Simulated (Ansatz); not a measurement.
# C3H6OS, SMILES CC(S)=CO: vertical spin-state energies

Program: Ansatz's Python interface.

Interactive session:
```pycon
>>> import ansatz as az
>>> geometry_ang = [
...     ("C", (-1.2553, -0.1759, 1.0)),
...     ("C", (-0.0558, 0.252, 0.2544)),
...     ("S", (0.7346, 1.701, 0.7709)),
...     ("C", (0.4989, -0.463, -0.7691)),
...     ("O", (1.5646, -0.1694, -1.4826)),
...     ("H", (-1.746, -1.033, 0.5839)),
...     ("H", (-2.031, 0.6617, 0.9126)),
...     ("H", (-1.0541, -0.2887, 2.042)),
...     ("H", (1.7784, 1.6737, -0.0619)),
...     ("H", (-0.0535, -1.3753, -1.0996)),
...     ("H", (1.6846, -0.8401, -2.13)),
... ]
>>> molecule = az.Crystal.molecule()
>>> for symbol, xyz in geometry_ang:
...     molecule = molecule.atom(symbol, xyz)
...
>>> job = molecule.calculation()
>>> job = job.basis(gaussian="6-31G*").functional("PBE0", dispersion="d3bj")
>>> job = job.scf(lower_state_search="light")
>>> found = {}
>>> for unpaired in [0, 2]:
...     rep = job.spin("collinear", total=unpaired).run().report
...     s = unpaired / 2
...     found[unpaired] = rep["free_energy_ev"]
...     print(f"2S+1 = {unpaired + 1}: E = {found[unpaired]:.5f} eV, <S^2> = {abs(rep['mean_field']['state']['spin_squared']):.3f} (pure state {s * (s + 1):.2f})")
...
2S+1 = 1: E = -16079.94489 eV, <S^2> = 0.000 (pure state 0.00)
2S+1 = 3: E = -16076.26794 eV, <S^2> = 2.008 (pure state 2.00)
>>> lowest = min(found, key=found.get)
>>> for unpaired, e in found.items():
...     print(f"multiplicity {unpaired + 1}: {23.060548 * (e - found[lowest]):.1f} kcal/mol above the lowest")
...
multiplicity 1: 0.0 kcal/mol above the lowest
multiplicity 3: 84.8 kcal/mol above the lowest
```

In order: multiplicity 1 (+0.00 eV) and multiplicity 3 (+3.68 eV), all at the one geometry.

Notes:
- The settings weren't tested for convergence.
- The geometry is a force-field or estimated start, not a minimum of this method, and the basis set is short of its limit. All parts are taken at fixed geometry, without zero-point energy.
- It ran for 6.4 s on 1 thread of Intel(R) Xeon(R) 6975P-C (Granite Rapids), on a shared host, peak memory 0.3 GiB.
